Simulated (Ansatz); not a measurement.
# NO (quartet): from Hartree-Fock to the top rungs, 6-31G

How much of the correlation energy of NO (quartet) does each wave-function method recover here?

The runs use Ansatz 0.2.0, Gaussian basis; 6-31G, core rule «outside noble gas», up to 2 orbitals frozen.

Plan: UHF; CCSD(T) on ROHF; CCSD(T) on UHF; BCCD(T) on ROHF; CISD; CCSDT(Q) on ROHF; CCSDT(Q) on UHF; CISDTQ; CCSDTQ on ROHF; CCSDTQ on UHF; CASSCF and MRCISD+Q, 11 electrons in 8 orbitals; CASSCF and NEVPT2, 11 electrons in 8 orbitals; Full CI.

17 further runs of the same task are left out: 7 that didn't finish, 10 set aside as unsound or not needed.

### 1 The geometry

The geometry is a PBE0/def2-TZVP stationary point (not a proven minimum) of the parent state, kept for this charge and spin.

2 atoms, charge 0, spin multiplicity 4.

Atoms are counted from 1 here; the program's logs count them from 0.

Bond lengths: N1–O2 1.140 Å.

### 2 UHF

Contents of in.yaml:

```yaml
crystal:
  periodic: [false, false, false]
  atoms:
    - {symbol: N, position_ang: [0.000000, 0.000000, 0.000000]}
    - {symbol: O, position_ang: [0.000000, 0.000000, 1.139769]}
basis:
  gaussian: {orbitals: 6-31G}
magnetization: {spin_polarized: true, initial_magnetization: 3}
hamiltonian: {xc: hf}
output: {orbitals: {seedname: orbitals}}
```

Launch:

```bash
$ ansatz run in.yaml --threads 1 --pin off --events-out ev --progress --plain --max-ram 2393MiB
```

Further steps of the session: CCSD(T) on ROHF; CCSD(T) on UHF; BCCD(T) on ROHF; CISD; CCSDT(Q) on ROHF; CCSDT(Q) on UHF; CISDTQ; CCSDTQ on ROHF; CCSDTQ on UHF; CASSCF and MRCISD+Q, 11 electrons in 8 orbitals; CASSCF and NEVPT2, 11 electrons in 8 orbitals; Full CI.

Q: Predict the results of all the runs planned. Wanted: FCI below the RHF energy; RMP2 from FCI; UMP2 from FCI; RCCSD from FCI; RCCSD(T) from FCI; UCCSD(T) from FCI; RCCSDT(Q) from FCI; UCCSDT(Q) from FCI; NEVPT2 valence from FCI.

The runs gave:

| quantity | value |
| --- | --- |
| FCI below the RHF energy | -4.8953 eV |
| RMP2 from FCI | +5.67 kcal/mol |
| UMP2 from FCI | +8.80 kcal/mol |
| RCCSD from FCI | +3.63 kcal/mol |
| RCCSD(T) from FCI | +0.84 kcal/mol |
| UCCSD(T) from FCI | +0.76 kcal/mol |
| RCCSDT(Q) from FCI | +0.02 kcal/mol |
| UCCSDT(Q) from FCI | -0.03 kcal/mol |
| NEVPT2 valence from FCI | +16.40 kcal/mol |
| MRCISD+Q valence from FCI | +1.32 kcal/mol |
| levels within 1 kcal/mol (43 meV) | RCCSD(T), UCCSD(T), BCCD(T), RCCSDT, UCCSDT, CISDTQ, RCCSDT(Q), UCCSDT(Q), RCCSDTQ, UCCSDTQ |
| T1 diagnostic | 0.029 |
| effectively unpaired electrons | 3.02 |

In words: RCCSD(T) lands +0.84 kcal/mol from the yardstick (0.7 % of the correlation energy). One determinant dominates. Of the multireference levels listed MRCISD+Q valence comes nearest in total energy (+1.32 kcal/mol), which doesn't show that its space is the better one. Coupled cluster took another determinant than the lowest Hartree-Fock one. These misses are within one basis, not against nature; the frozen cores of restricted and unrestricted runs differ, which can shift their rows.
